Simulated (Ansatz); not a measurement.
System: zinc-blende MgS (metastable phase). Method: PBEsol-D3(BJ) (PAW; Ansatz, a quantum-chemistry and plane-wave program).

Run with plane-wave cutoff 520 eV, 10×10×10 k mesh, Fermi–Dirac smearing 0.01 eV, scalar-relativistic PAW data made under PBE.

Properties against volume:

| V (Å³/atom) | P (GPa) | direct gap at Γ (eV) |
|---|---|---|
| 20.608 | 4.31 | 3.776 |
| 21.046 | 2.72 | 3.667 |
| 21.485 | 1.30 | 3.562 |
| 21.923 | 0.01 | 3.461 |
| 22.362 | -1.16 | 3.364 |
| 22.800 | -2.22 | 3.270 |
| 23.239 | -3.17 | 3.179 |

A straight line through the gaps at Γ against ln V gives a volume deformation potential dE_g(Γ)/d ln V of -5.0 eV: the gap at Γ widens under compression.

Measured, for comparison: band gap 4.78 ± 0.1 eV (temperature not stated, extrapolated in composition from an alloy gap of 4.19 eV, direct; extrapolated from a Zn0.2Mg0.8S0.645Se0.355 epilayer; as tabulated in Lucero et al. (2012), arXiv:1111.4515).
